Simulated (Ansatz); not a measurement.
A structure relaxed at PBE0-D4/def2-TZVP, charge 0, multiplicity 1:

Cartesian coordinates in Å:
```
Li -0.5540 -0.2296 1.2245
O 0.0843 0.0349 -0.1864
H 0.4697 0.1946 -1.0382
```

Give its formula and SMILES.

HLiO, `[Li][OH]`.

Point group (tolerance 0.08 Å, 0.16 Å for H)?

C∞v.

Summarise the bond lengths by kind.

1 × Li–O 1.571 Å; 1 × H–O 0.948 Å.

Computed with Ansatz.
